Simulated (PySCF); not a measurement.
This PySCF input asks for the NMR shieldings of `O`, H$_{2}$O; the geometry comes from GFN2-xTB.

```python
import basis_set_exchange as bse
import numpy as np
from pyscf import gto, dft
from pyscf.prop import nmr

atoms = """
O     0.004291    0.378521   -0.002555
H    -0.768585   -0.189524   -0.011120
H     0.775774   -0.191535    0.001121
"""
names = dict.fromkeys(["O", "H"], "STO-3G")
basis = {el: gto.basis.parse(bse.get_basis(n, elements=[el], fmt="nwchem")) for el, n in names.items()}
mol = gto.M(atom=atoms, basis=basis, charge=0, verbose=0)
mf = dft.RKS(mol, xc="HYB_GGA_XC_BHANDHLYP")
mf.grids.level = 2
mf.grids.alignment = dft.numint.BLKSIZE   # the property module wants whole blocks of grid points
mf.conv_tol = 1e-9
mf.kernel()

calc = nmr.RKS(mf)   # GIAO
C = mf.mo_coeff
Co = C[:, mf.mo_occ > 0]
resp = mf.gen_response(singlet=True, hermi=2)
def vind(x):   # induced exchange potential for any number of trial vectors
    d = np.einsum("pi,xij,qj->xpq", C, 2 * x.reshape(-1, C.shape[1], Co.shape[1]), Co, optimize=True)
    return np.einsum("xpq,pi,qj->xij", resp(d - d.transpose(0, 2, 1)), C, Co, optimize=True).ravel()
mo1, _ = nmr.rhf.solve_mo1(calc, with_cphf=vind)
sigma = calc.kernel(mo1)
for i, s in enumerate(sigma):   # ppm
    w = np.linalg.eigvalsh((s + s.T) / 2)
    print("%2d %-2s iso %8.1f  s11 %8.1f  s22 %8.1f  s33 %8.1f" % (i, mol.atom_pure_symbol(i), w.mean(), *w))
```

**Question.** Give the expected output.

**Answer.** 
```
 0 O  iso    350.6  s11    349.1  s22    350.6  s33    352.0
 1 H  iso     33.6  s11     27.2  s22     30.6  s33     43.0
 2 H  iso     33.6  s11     27.2  s22     30.6  s33     43.0
```

These numbers come from an equivalent density-fitted implementation of the same equations, which agrees with the script to about 0.01 ppm for H and up to a few tenths of a ppm for heavy atoms, so last digits may differ.

Size and cost of the density-fitted run: 7 basis functions, of the order of 0.1 core-seconds.
